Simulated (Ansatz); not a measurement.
FHO (`OF`). The species carries charge 0 and has multiplicity 1.

```xyz
3

O     0.215    0.466   -0.114
F    -0.855   -0.134    0.574
H     0.640   -0.332   -0.461
```

Problem. Give the diagnostics of a CCSD(T)/def2-TZVPP run (frozen core, Ansatz 0.2.0). (Best estimate.)

Solution. The calculation gave: T1 = 0.0120, largest single amplitude 0.016, largest double 0.082, (T) share of the correlation energy 3.3 %, 10 CCSD cycles. The RHF solution is stable towards an unrestricted one. T1 lies under the customary mark of 0.02 for closed shells.
